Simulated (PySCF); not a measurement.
Species: C4H2N2.
SMILES with atom numbers: `[CH2:1]=[C:2]([C:3]#[N:4])[C:5]#[N:6]` (hydrogens: H7, H8 on C1)

The same species was optimised twice, with GFN2-xTB and with PBE0-D3(BJ)/def2-SVP (PySCF), and the same property calculations (PySCF, gas phase) were run on both structures.

| coordinate | GFN2-xTB | PBE0-D3(BJ)/def2-SVP | change |
| --- | --- | --- | --- |
| C2–C5 (Å) | 1.421 | 1.437 | +0.016 |
| C2–C3 (Å) | 1.421 | 1.437 | +0.016 |
| C3≡N4 (Å) | 1.144 | 1.158 | +0.014 |
| C5≡N6 (Å) | 1.144 | 1.158 | +0.014 |
| C1=C2 (Å) | 1.337 | 1.346 | +0.009 |
| C3–C2–C5 (°) | 115.0 | 116.9 | +1.9 |
| C1–C2–C3 (°) | 122.5 | 121.5 | -1.0 |
| C1–C2–C5 (°) | 122.5 | 121.6 | -0.9 |
| C2–C3–N4 (°) | 180.0 | 179.5 | -0.5 |
| C2–C5–N6 (°) | 179.9 | 179.4 | -0.5 |

Rotational constants: A = 6455, B = 3020, C = 2057 MHz (GFN2-xTB) against A = 6557, B = 2882, C = 2002 MHz (PBE0-D3(BJ)/def2-SVP). Point groups within 0.08 Å: C2v and C2v.

On the GFN2-xTB structure: lowest singlet, TDDFT (eV) 5.97 [CAM-B3LYP/def2-SVPD]; lowest triplet, Tamm–Dancoff (eV) 3.37 [CAM-B3LYP/def2-SVPD]; isotropic polarisability (au) 54.6 [CAM-B3LYP/def2-SVPD]; HOMO (eV) -10.37 [CAM-B3LYP/def2-SVPD]; LUMO (eV) -1.88 [CAM-B3LYP/def2-SVPD]; dipole (D) 4.54 [CAM-B3LYP/def2-SVPD]; HOMO (eV) -9.07 [PBE0/pcSseg-1]; LUMO (eV) -2.95 [PBE0/pcSseg-1]; dipole (D) 4.45 [PBE0/pcSseg-1]; GIAO shielding of C1 (ppm) 28.9 [PBE0/pcSseg-1]; GIAO shielding of C2 (ppm) 83.6 [PBE0/pcSseg-1]; GIAO shielding of C3/C5 (mean) (ppm) 69.0 [PBE0/pcSseg-1]; GIAO shielding of N4/N6 (mean) (ppm) -58.7 [PBE0/pcSseg-1].

**Question.** What do these properties become on the PBE0-D3(BJ)/def2-SVP structure?

**Answer.** 
```tsv
property	level	on GFN2-xTB	on PBE0-D3(BJ)/def2-SVP	change
lowest singlet, TDDFT (eV)	CAM-B3LYP/def2-SVPD	5.97	5.88	-0.09
lowest triplet, Tamm–Dancoff (eV)	CAM-B3LYP/def2-SVPD	3.37	3.31	-0.06
isotropic polarisability (au)	CAM-B3LYP/def2-SVPD	54.6	55.6	+1.0
HOMO (eV)	CAM-B3LYP/def2-SVPD	-10.37	-10.33	+0.04
LUMO (eV)	CAM-B3LYP/def2-SVPD	-1.88	-1.91	-0.03
dipole (D)	CAM-B3LYP/def2-SVPD	4.54	4.46	-0.08
energy, GFN2-xTB geometry as zero (kcal/mol)	CAM-B3LYP/def2-SVPD	0.0	-0.7	-0.7
HOMO (eV)	PBE0/pcSseg-1	-9.07	-9.04	+0.03
LUMO (eV)	PBE0/pcSseg-1	-2.95	-2.99	-0.04
dipole (D)	PBE0/pcSseg-1	4.45	4.38	-0.07
energy, GFN2-xTB geometry as zero (kcal/mol)	PBE0/pcSseg-1	0.0	-0.4	-0.4
GIAO shielding of C1 (ppm)	PBE0/pcSseg-1	28.9	25.1	-3.8
GIAO shielding of C2 (ppm)	PBE0/pcSseg-1	83.6	79.7	-3.9
GIAO shielding of C3/C5 (mean) (ppm)	PBE0/pcSseg-1	69.0	66.8	-2.2
GIAO shielding of N4/N6 (mean) (ppm)	PBE0/pcSseg-1	-58.7	-64.3	-5.6
```

The heavy atoms differ by 0.035 Å rms after alignment. Among bonds between heavy atoms C2–C3 and C2–C5 change most and about equally (+0.016 Å). Changes are differences of the printed values. Neither structure is proved a minimum here.
